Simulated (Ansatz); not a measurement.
Two structures of CH5BS, singlet, reached by relaxing down either side of one saddle point (PBE0-D4/def2-TZVP). Energies are electronic, without zero-point energy. Program: Ansatz 0.2.0. Basis: def2-TZVPP and def2-QZVPP. Cores are frozen in the correlated methods. Extrapolation: Hartree–Fock as exp(−7.88 √X), correlation as X^−2.97. First:

```
8
angstrom
B -0.6942 0.1722 0.3292
S -1.0247 -1.3517 1.1841
C 0.5667 0.4700 -0.5345
H 1.0809 1.3536 -0.1388
H -1.5567 0.9891 0.4769
H 0.0820 -2.0330 0.8350
H 0.2590 0.7472 -1.5494
H 1.2870 -0.3473 -0.6026
```

Second:

```
atom    x (Å)    y (Å)    z (Å)
  B1  -0.5841   0.5043  -0.0900
  S2  -0.4375  -0.9005   1.2415
  C3   0.3143   0.3673  -1.1808
  H4   0.1591  -0.3354   2.3172
  H5  -1.5050   1.2094   0.1905
  H6   0.6998  -1.4851   0.8252
  H7   0.2595   1.0268  -2.0426
  H8   1.0937  -0.3867  -1.2610
```

(1) Which bonds change from the first to the second?

(2) Give the saddle point's structure and its height above each. (An estimate is asked for; the value comes from the calculation.)

No T1 diagnostic of these runs exceeds 0.014.

## Answers

(1) CH₅BS ([CH3][BH][SH]) → CH₃B ([BH][CH2]) + H₂S (still joined by a long B–S bond); bonds formed: S2–H4; bonds broken: C3–H4; bonds weakened to dative contacts: B1–S2.

(2) Computed: 68.66 kcal/mol above the first and 11.81 kcal/mol above the second (CCSD(T) at an estimated basis limit (MP2 extrapolated from triple and quadruple zeta, plus CCSD(T) − MP2 in triple zeta)).
```
8
angstrom
B -0.6866 0.3745 -0.0334
S -0.4557 -0.9496 1.5196
C 0.3974 0.3865 -0.9571
H 0.3962 0.1492 1.1105
H -1.6248 1.0551 0.2282
H 0.3050 -1.8306 0.8475
H 0.4374 1.1249 -1.7531
H 1.2311 -0.3100 -0.9622
```

Labels in which every atom is bracketed show which atoms are joined, not bond orders.

For scale, one of the runs: CCSD(T)/def2-TZVPP, 174 basis functions, launched by `ansatz run in.yaml --threads 2 --pin off --events-out ev --progress --plain --max-ram 4352MiB`. The run took 28 s on 2 CPU threads of an Arm Neoverse V1 (shared host), with 1.5 GiB of host memory at its peak.
